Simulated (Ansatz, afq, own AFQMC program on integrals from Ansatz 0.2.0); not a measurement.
# Atomization energy of Si2GeH8O2, singlet

```tsv
atom	x (Å)	y (Å)	z (Å)
Si	-2.0273	0.6813	1.1662
O	-0.3826	0.9189	1.1413
Ge	1.0788	-0.0725	1.0809
O	1.0776	-0.9684	-0.4421
Si	1.1279	-0.6280	-2.0680
H	-2.6625	1.8791	1.7864
H	-2.5588	0.5046	-0.2189
H	-2.3743	-0.5333	1.9704
H	2.2563	0.9082	1.1092
H	1.0405	-1.1276	2.1919
H	1.6715	-1.8210	-2.7781
H	2.0129	0.5501	-2.3348
H	-0.2394	-0.3264	-2.5895
```

Atoms in their ground-state spins without spin–orbit coupling (mostly on UHF) minus the molecule (RHF), without zero-point energy. The geometry is a stationary point, not shown to be a minimum.

Basis def2-SVP. Noble-gas cores (and the filled d shells of Ga–Kr and In–Xe) are frozen. Integrals, coupled cluster, full CI and functionals: Ansatz 0.2.0; the random walks run on the same integrals in our own AFQMC program. The CISD trial takes its coefficients from CCSD amplitudes. Released means that phaseless walkers are propagated on without the constraint, phases kept. Uncertainties: one standard error, sampling alone. No spin–orbit coupling. The errors of all members are added in quadrature.

No full CI on the walks' own integrals is used here. The released AFQMC energy serves as the reference, which it does only where one determinant dominates, the energy is flat over the last release times and near the phaseless one (40 meV or 2 meV an electron, half that with transition metals). On small molecules, where full CI could be run and the noise was under 10 meV, such values lay within 10 meV of it in 19 cases of 20, a flattering rate, since the rule was set on those same cases; what remains of the bias isn't in the error bar. Each member takes its own surest rung, up to full CI.

The best estimate is CCSD(T) at the basis-set limit (CBS: def2-TZVPP and def2-QZVPP, with their diffuse functions for anions and beside diffuse sets, CCSD(T) itself extrapolated) plus the step from CCSD(T) to AFQMC with the constraint released in def2-SVP. Rows without CBS are in def2-SVP, the functionals in def2-TZVP; B2PLYP and the wave-function rows carry a basis error of their own. Core correlation and relativity beyond core potentials are missing, and ± holds the sampling alone.

Cautions: inner d shell frozen; no relativity below Rb; no spin-orbit coupling; Si₂GeH₈O₂ (singlet): the released value is read at 0.90 1/Eh with a noise of 15 meV, more than in the cases checked (meV from the phaseless value at times in 1/Eh: 2 ± 11 at 0.21, -20 ± 10 at 0.42, -10 ± 13 at 0.63, 3 ± 15 at 0.90); other spins of the molecule weren't checked.

```json
{"level": "CCSD", "atomization energy (kcal/mol)": "934.5"}
{"level": "B3LYP", "atomization energy (kcal/mol)": "996.5"}
{"level": "MP2", "atomization energy (kcal/mol)": "948.2"}
```

(1) From these cheaper values, estimate the atomization energy at the level of the best estimate.

(1) 1022.4 ± 0.3 kcal/mol (best estimate, highest rung released AFQMC).

```csv
level,atomization energy (kcal/mol),error against the best estimate (kcal/mol)
HF,737.6,-284.7 ± 0.3
CCSD(T),942.1,-80.3 ± 0.3
ph-AFQMC/CISD,943.5 ± 0.2,-78.9 ± 0.4
released AFQMC,943.2 ± 0.3,-79.2
HF/CBS,753.5,-268.8 ± 0.3
MP2/CBS,1029.3,6.9 ± 0.3
CCSD(T)/CBS,1021.3,-1.1 ± 0.3
PBE,994.4,-28.0 ± 0.3
r2SCAN,1009.2,-13.2 ± 0.3
PBE0,985.4,-37.0 ± 0.3
wB97M-V,1011.3,-11.1 ± 0.3
B2PLYP,995.5,-26.9 ± 0.3
```

Correlation beyond CCSD(T) adds 1.1 ± 0.3 kcal/mol. Going to the basis-set limit adds 79.2 kcal/mol at CCSD(T). The perturbative (T) step is worth +7.5 kcal/mol.

Best estimates are given only where the step beyond CCSD(T) is under 0.3 eV and no member's determinant is very poor (T1 over 0.05, or 0.07 for open shells, ⟨S²⟩ too high by 0.3, two states mixed), so the hardest cases are missing from such tables.

The functionals ran in a triple-zeta set and keep a basis error of their own, a few kJ/mol for each bond in atomization energies and more for double hybrids, so close places among them and the extrapolated levels can swap.

Each member of a difference takes its own highest rung, so a best estimate needn't equal the limit plus the step of one row. Released energies are given only where the last usable release times agree within the noise; a slower fall can still hide under it.
